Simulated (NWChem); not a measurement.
# P2H4 (diphosphine): name the method

The species is P2H4 (6 atoms), meant as a singlet with charge 0. SMILES: `PP`. Geometry: relaxed at PBE0-D4/def2-TZVP. This is one conformer, not always the lowest.

```xyz
6

P     0.3651   -1.0488   -0.0823
P    -0.3652    1.0491    0.0781
H    -0.4970   -1.5216    0.9450
H    -0.5721   -1.3929   -1.0949
H     0.5028    1.5246   -0.9429
H     0.5664    1.3896    1.0970
```

A calculation with NWChem 7.3.0 gave:

```yaml
total_energy: -684.8370 Eh
dipole_moment: 0.00 D
HOMO_energy: -6.90 eV
LUMO_energy: -0.43 eV
HOMO–LUMO_gap: 6.47 eV
largest_force: 0.433 eV/Å
```

Question: Which of these levels gave the numbers?
A. wB97X/aug-cc-pVDZ
B. BHLYP/aug-cc-pVDZ
C. CAM-B3LYP/aug-cc-pVDZ
D. PBE0/aug-cc-pVDZ

Answer: D. The others give -685.1035 Eh (CAM-B3LYP/aug-cc-pVDZ), -685.0874 Eh (wB97X/aug-cc-pVDZ), -685.0897 Eh (BHLYP/aug-cc-pVDZ).
